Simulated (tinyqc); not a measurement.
ROHF in the sto-6g basis, for BH2, spin multiplicity 2, step by step. One step of it, computed by the program tinyqc.

Problem. Iteration 2: diagonalisation and new density. Diagonalise F' = X^T F X, C = X C', fill 4 alpha and 3 beta electrons from the bottom; D(s) = C_occ C_occ^T. Each column has its largest component positive (the first on a tie).

extrapolated F (hartree), order 1B 1s, 1B 2s, 1B 2px, 1B 2py, 1B 2pz, 2H 1s, 3H 1s:
```
[[-7.537089, -2.106293, 0.000000, 0.000000, -0.004434, -0.194935, -0.194935],
 [-2.106293, -0.986037, 0.000000, 0.000000, -0.019175, -0.310965, -0.310965],
 [0.000000, 0.000000, 0.183457, 0.000000, 0.000000, 0.000000, 0.000000],
 [0.000000, 0.000000, 0.000000, 0.014558, 0.000000, -0.226615, 0.226615],
 [-0.004434, -0.019175, 0.000000, 0.000000, 0.076590, -0.134833, -0.134833],
 [-0.194935, -0.310965, 0.000000, -0.226615, -0.134833, -0.192245, -0.027291],
 [-0.194935, -0.310965, 0.000000, 0.226615, -0.134833, -0.027291, -0.192245]]
```

X, order 1B 1s, 1B 2s, 1B 2px, 1B 2py, 1B 2pz, 2H 1s, 3H 1s:
```
[[1.029172, -0.147794, 0.000000, 0.000000, -0.005326, 0.018183, 0.018183],
 [-0.147794, 1.094068, 0.000000, 0.000000, 0.038592, -0.154988, -0.154988],
 [0.000000, 0.000000, 1.000000, 0.000000, 0.000000, 0.000000, 0.000000],
 [0.000000, 0.000000, 0.000000, 1.063696, 0.000000, -0.153562, 0.153562],
 [-0.005326, 0.038592, 0.000000, 0.000000, 1.022459, -0.090675, -0.090675],
 [0.018183, -0.154988, 0.000000, -0.153562, -0.090675, 1.074822, -0.005046],
 [0.018183, -0.154988, 0.000000, 0.153562, -0.090675, -0.005046, 1.074822]]
```

Give: F' = X^T F X; orbital energies; coefficients C; D(alpha) after iteration 2; D(beta) after iteration 2.

Solution.

F' = X^T F X (hartree):
```
[[-7.375, -1.074, 0.000, 0.000, -0.017, 0.011, 0.011],
 [-1.074, -0.479, 0.000, 0.000, 0.056, -0.221, -0.221],
 [0.000, 0.000, 0.183, 0.000, 0.000, 0.000, 0.000],
 [0.000, 0.000, 0.000, 0.157, 0.000, -0.246, 0.246],
 [-0.017, 0.056, 0.000, 0.000, 0.128, -0.149, -0.149],
 [0.011, -0.221, 0.000, -0.246, -0.149, -0.039, 0.003],
 [0.011, -0.221, 0.000, 0.246, -0.149, 0.003, -0.039]]
```

orbital energies (hartree): [-7.539, -0.525, -0.304, -0.058, 0.183, 0.358, 0.419]

coefficients C, order 1B 1s, 1B 2s, 1B 2px, 1B 2py, 1B 2pz, 2H 1s, 3H 1s:
```
[[0.995, -0.234, 0.000, 0.144, 0.000, -0.125, 0.000],
 [0.018, 0.781, 0.000, -0.588, 0.000, 0.560, 0.000],
 [0.000, 0.000, 0.000, 0.000, 1.000, 0.000, 0.000],
 [0.000, 0.000, 0.468, 0.000, 0.000, 0.000, 0.980],
 [0.001, 0.072, 0.000, 0.659, 0.000, 0.790, 0.000],
 [-0.002, 0.292, 0.517, 0.394, 0.000, -0.603, -0.583],
 [-0.002, 0.292, -0.517, 0.394, 0.000, -0.603, 0.583]]
```

D(alpha) after iteration 2, order 1B 1s, 1B 2s, 1B 2px, 1B 2py, 1B 2pz, 2H 1s, 3H 1s:
```
[[1.066, -0.250, 0.000, 0.000, 0.079, -0.014, -0.014],
 [-0.250, 0.955, 0.000, 0.000, -0.331, -0.004, -0.004],
 [0.000, 0.000, 0.000, 0.000, 0.000, 0.000, 0.000],
 [0.000, 0.000, 0.000, 0.219, 0.000, 0.242, -0.242],
 [0.079, -0.331, 0.000, 0.000, 0.439, 0.281, 0.281],
 [-0.014, -0.004, 0.000, 0.242, 0.281, 0.508, -0.026],
 [-0.014, -0.004, 0.000, -0.242, 0.281, -0.026, 0.508]]
```

D(beta) after iteration 2, order 1B 1s, 1B 2s, 1B 2px, 1B 2py, 1B 2pz, 2H 1s, 3H 1s:
```
[[1.045, -0.165, 0.000, 0.000, -0.016, -0.071, -0.071],
 [-0.165, 0.610, 0.000, 0.000, 0.056, 0.228, 0.228],
 [0.000, 0.000, 0.000, 0.000, 0.000, 0.000, 0.000],
 [0.000, 0.000, 0.000, 0.219, 0.000, 0.242, -0.242],
 [-0.016, 0.056, 0.000, 0.000, 0.005, 0.021, 0.021],
 [-0.071, 0.228, 0.000, 0.242, 0.021, 0.352, -0.182],
 [-0.071, 0.228, 0.000, -0.242, 0.021, -0.182, 0.352]]
```
